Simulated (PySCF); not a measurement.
**Calculated NMR parameters of 1-piperideine**

```
Formula                               : C5H9N
SMILES                                : C1=NCCCC1
Point group of the computed structure : C1
Degrees of unsaturation               : 2
Carbon signals                        : 5
Proton signals                        : 5
```

Molfile (atoms numbered from 1):
```
C5H9N
     RDKit          3D

 15 15  0  0  0  0  0  0  0  0999 V2000
    1.3308   -0.8884    0.0965 C   0  0  0  0  0  0  0  0  0  0  0  0
    0.4063   -1.6527   -0.3139 N   0  0  0  0  0  0  0  0  0  0  0  0
   -0.9281   -1.1248   -0.5089 C   0  0  0  0  0  0  0  0  0  0  0  0
   -1.0455    0.3947   -0.5503 C   0  0  0  0  0  0  0  0  0  0  0  0
   -0.2347    1.0100    0.5816 C   0  0  0  0  0  0  0  0  0  0  0  0
    1.2174    0.5707    0.4518 C   0  0  0  0  0  0  0  0  0  0  0  0
    2.3313   -1.3398    0.2107 H   0  0  0  0  0  0  0  0  0  0  0  0
   -1.3276   -1.5705   -1.4353 H   0  0  0  0  0  0  0  0  0  0  0  0
   -1.5585   -1.5377    0.3007 H   0  0  0  0  0  0  0  0  0  0  0  0
   -2.1044    0.6935   -0.4977 H   0  0  0  0  0  0  0  0  0  0  0  0
   -0.6607    0.7651   -1.5170 H   0  0  0  0  0  0  0  0  0  0  0  0
   -0.3135    2.1080    0.5870 H   0  0  0  0  0  0  0  0  0  0  0  0
   -0.6375    0.6606    1.5484 H   0  0  0  0  0  0  0  0  0  0  0  0
    1.7376    1.1544   -0.3312 H   0  0  0  0  0  0  0  0  0  0  0  0
    1.7870    0.7569    1.3777 H   0  0  0  0  0  0  0  0  0  0  0  0
  1  2  2  0
  2  3  1  0
  3  4  1  0
  4  5  1  0
  5  6  1  0
  6  1  1  0
  1  7  1  0
  3  8  1  0
  3  9  1  0
  4 10  1  0
  4 11  1  0
  5 12  1  0
  5 13  1  0
  6 14  1  0
  6 15  1  0
M  END
```

Method: couplings computed with B3LYP/pcJ-1 (spin–dipole term only in couplings to heteroatoms), NMR shieldings at KT3/pcSseg-2/GIAO, structure optimised with PBE0-D3(BJ)/def2-SVP, in PySCF 2.14 (averaged over atoms made equivalent by symmetry, fast rotation or ring inversion, no solvent, non-relativistic Hamiltonian, one computed conformer).

Shifts are taken against calculated references (same method and geometry level): ¹H, ¹³C against TMS; ¹⁵N against NH3.

| carbon | δC, type | δH (multiplicity, J in Hz) | HMBC from (abs. J ≥ 3 Hz) | span of the C tensor (ppm) |
| --- | --- | --- | --- | --- |
| C1 | 160.1, CH | 7.90 (tt, 3.7, 2.9) | H8/H9, H14/H15, H12/H13 | 201 |
| C3 | 54.7, CH2 | 3.79 (m) | H7, H12/H13 | 38 |
| C4 | 27.7, CH2 | 1.63 (m) | H14/H15, H12/H13 | 15 |
| C5 | 24.6, CH2 | 1.71 (m) | H7, H8/H9, H14/H15, H10/H11 | 12 |
| C6 | 33.3, CH2 | 2.11 (m) | H7, H12/H13, H10/H11 | 34 |

Other nuclei:
```tsv
atoms	nucleus	environment	δ (ppm)	σ (ppm)
N2	¹⁵N	imine nitrogen	351.4	-92.7
```

Selected couplings (Hz, signed; the shortest-range and largest first, 30 at most; isotopes ¹³C, ¹H, ¹⁵N): ¹J(C1,H7) 183.5, ¹J(C3,H8) 141.9, ¹J(C5,H12) 134.2, ¹J(C4,H10) 132.8, ¹J(C6,H14) 132.1, ¹J(C1,C6) 36.5, ¹J(C5,C6) 35.5, ¹J(C3,C4) 33.6, ¹J(C4,C5) 33.5, ¹J(C1,N2) -4.8, ¹J(N2,C3) 4.5, ²J(N2,H7) -14.2, ²J(C1,C3) -4.8, ²J(N2,C6) 2.2, ²J(C4,C6) -2.1, ²J(C1,C5) -1.9, ²J(C3,C5) -1.8, ²J(N2,H8) -1.1, ³J(H10,H12) 9.7, ³J(C1,C4) 9.1, ³J(C3,C6) 8.0, ³J(H12,H15) 7.5, ³J(H8,H10) 7.1, ³J(H12,H14) 6.9, ³J(H8,H11) 5.7, ³J(H10,H13) 3.5, ³J(H7,H14) 2.9, ³J(N2,H14) -2.4, ⁴J(H7,H8) -3.7.

1. Carbon types of the structure: 1 × CH, 4 × CH2, which accounts for all hydrogens.
2. δC 160.1: C=N carbon.
3. δC 54.7: sp3 CH2 bonded to N; deshielded by the electronegative neighbour.
4. δC 33.3, 27.7, 24.6: sp3 CH2 in a ring; a saturated carbon with 2 carbon neighbours and no heteroatom attached.
5. δH 3.79: hydrogen on an sp3 CH2 bonded to N; its carbon carries N, an electronegative neighbour.
6. δH 2.11, 1.71, 1.63: hydrogen on an sp3 CH2 in a ring.

Multiplet labels drop couplings under 1 Hz and merge nearly equal ones. Couplings among chemically equivalent protons are left out too, so labels in AA′BB′ or AA′XX′ sets are apparent multiplicities. Unscaled 3J(H,H) at this level run about 10 % above measured values. Shifts are as computed, not scaled to solution data. Of 1211 compounds with measured shifts, 218 miss one by over three times the rms of a fit or turn the order of signals round; such compounds aren't used in these exercises. Experimental scales use liquid or dissolved standards, which lie at an offset from isolated NH3 (liquid NH3: subtract about 20 ppm). Unscaled 15N shifts of sp2 nitrogen come out 20 to 40 ppm too high even then.
